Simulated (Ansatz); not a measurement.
We consider wurtzite MgTe, described by PBE-D3(BJ) (plane waves, PAW; Ansatz, a first-principles code).

Run with plane-wave cutoff 520 eV, 12×12×6 k mesh (along the axes of the cell as run), Fermi–Dirac smearing 0.01 eV, scalar-relativistic PAW data made under PBE.

Shape and atoms are relaxed at each volume.

Pressure at four volumes; x = ln(V/32.962 Å³). One pressure is withheld.

```
V (Å³/atom)        x  P (GPa)
-----------  -------  -------
31.644       -0.0408        ?
32.303       -0.0202    0.790
32.962        0.0000    0.000
34.281        0.0392   -1.355
```

Pass a parabola P(x) through the three rows shown, estimate the bulk modulus and its pressure derivative near zero pressure, and predict the withheld pressure.

Slopes between the rows: (0.000 − (0.790))/(0.0000 − (-0.0202)) = -39.11 and (-1.355 − (0.000))/(0.0392 − (0.0000)) = -34.57 GPa. Their difference over the span 0.0594 is c = 4.54/0.0594 = 76.4 GPa, so P(x) = 0.790 + (-39.11)(x − (-0.0202)) + 76.4 (x − (-0.0202))(x − (0.0000)). At the middle row B = −dP/dx = −[-39.11 + 76.4 × 0.0202] = 37.6 GPa, and B′ = dB/dP = 2c/B = 4.1. At x = -0.0408 the parabola gives 1.660 GPa; the run gives 1.666 GPa. The Birch–Murnaghan fit to the energies at all volumes has B0 = 37.5 GPa and B′ = 4.2.

Note: the bulk modulus comes from volumes at which shape and atoms were relaxed.

Spin–orbit coupling is not included.
